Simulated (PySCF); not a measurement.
Geometry (Å), atoms numbered from 1 in this order:
```xyz
11

C     1.0619    0.1256   -0.7445
C    -0.2550    0.4454   -0.0787
C    -0.7563   -0.6552    0.8251
Cl   -0.0634    1.9435    0.8890
Cl   -1.4839    0.7520   -1.3496
H     0.9534   -0.7766   -1.3490
H     1.3785    0.9466   -1.3859
H     1.8232   -0.0431    0.0193
H    -0.8943   -1.5685    0.2435
H    -1.7053   -0.3772    1.2807
H    -0.0237   -0.8400    1.6129
```

How the numbers were obtained: NMR shieldings at B97-2/pcSseg-2/GIAO, geometry: PBE0-D3(BJ)/def2-TZVP, in PySCF 2.14.0 with density-fitted response routines (in vacuum, fast rotation and ring inversion assumed for equivalent nuclei, single conformer, no relativistic terms).

Q: List the cross peaks expected in HSQC, COSY and HMBC spectra.

A: 

HSQC (one-bond C–H):
```csv
δH,δC
2.02 (H6/H7/H8/H9/H10/H11),41.6 (C1/C3)
```

HMBC (two and three bonds, from the bond graph):
```csv
δH,δC
2.02 (H6/H7/H8/H9/H10/H11),"102.0 (C2), 41.6 (C1/C3)"
```

No COSY cross peaks are expected.

δ = σ(ref) − σ, references computed at the same level: TMS for ¹H (σref 31.64), ¹³C (σref 185.38).

Carbons that carry Cl, above all several Cl atoms, come out too deshielded, partly because spin–orbit coupling is missing. Shifts are as computed. Against solution values, carbons near 30 ppm lie about +3 ppm off and those near 130 ppm about +7 ppm; carbons on Cl a further +5 ppm. Of 1211 compounds with measured shifts, 218 miss one by over three times the rms of a fit or turn the order of signals round; such compounds aren't used in these exercises.
